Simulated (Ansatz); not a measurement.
bcc Rb, treated with PBEsol (Ansatz, a quantum-chemistry and plane-wave program, plane waves, PAW).

Settings: plane-wave cutoff 520 eV, 16×16×16 k mesh, Fermi–Dirac smearing 0.068 eV (set by the program), scalar-relativistic PAW data made under PBE.

Computed at the level's own relaxed cell.

### Question
Give the computed elastic constant C44, Young modulus, Voigt–Reuss–Hill bulk modulus, elastic constant C11 and elastic constant C12.

### Answer

elastic constant C44: 2.15 GPa
Young modulus: 2.6 GPa
Voigt–Reuss–Hill bulk modulus: 2.93 GPa
elastic constant C11: 3.26 GPa
elastic constant C12: 2.77 GPa

Measured, for comparison: elastic constant C44 2.21 GPa, elastic constant C11 3.41 GPa, elastic constant C12 2.87 GPa (temperature not stated, no zero-point or thermal correction; as tabulated in arXiv:1601.06701). Computed (rounded) less measured: elastic constant C44 -3 %, elastic constant C11 -4 %, elastic constant C12 -3 %.

Elastic constants are with the ions relaxed.

Static lattice: no zero-point or thermal effects.

The result took about 4 core-minutes (a rough figure).
